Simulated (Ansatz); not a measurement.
The same path of C$_{2}$H$_{7}$NO (11 atoms, charge 0, multiplicity 1) was run 3 times with different band settings. The coordinate that changes most is the dihedral H7–C1–O2–C3.

Computed with RKS PBE/6-31G in Ansatz 0.2.0.

Relaxed end points:

```xyz
11
Properties=species:S:1:pos:R:3
C -0.560 1.400 0.001
O -0.776 0.189 0.775
C 0.337 -0.792 0.621
N 0.515 -1.375 -0.670
H -0.511 1.197 -1.088
H -1.421 2.053 0.203
H 0.372 1.923 0.304
H 0.066 -1.563 1.357
H 1.283 -0.301 0.924
H -0.243 -1.952 -1.026
H 1.004 -0.836 -1.380
```

```xyz
11
Properties=species:S:1:pos:R:3
C -0.799 1.189 -0.468
O -1.074 -0.025 0.283
C 0.166 -0.662 0.811
N 1.082 -1.190 -0.148
H -1.775 1.585 -0.784
H -0.283 1.951 0.156
H -0.181 0.994 -1.368
H -0.240 -1.468 1.439
H 0.699 0.075 1.444
H 0.755 -1.959 -0.727
H 1.715 -0.548 -0.617
```

Common settings: climbing image yes; spring 5.0 eV/Å²; optimiser quadratic models (default); start path IDPP; iteration limit 60; end points relaxed.

| run | movable images | force threshold |
| --- | --- | --- |
| 1 | 5 | 0.03 eV/Å |
| 2 | 5 | 0.5 eV/Å |
| 3 | 1 | 0.03 eV/Å |

Problem. What does each run give, and how far can it be trusted?

Solution. Run 1: converged after 5 iterations, highest image 0.094 eV above the first end. A vibrational analysis at the climbing image gives one clearly imaginary mode, 203i cm⁻¹: a first-order saddle point.
Run 2: converged after 2 iterations, highest image 0.100 eV above the first end. The threshold of 0.5 eV/Å is loose, so the images may lie well off the minimum-energy path. The order of the stationary point at the top wasn't checked.
Run 3: converged after 5 iterations, highest image 0.094 eV above the first end. Another band between the same ends (5 images) ends at a top of the same energy, where a vibrational analysis finds 1 clearly imaginary mode. So few images can step over the top or miss a turn of the path.
Limits of this set-up: no polarisation functions.
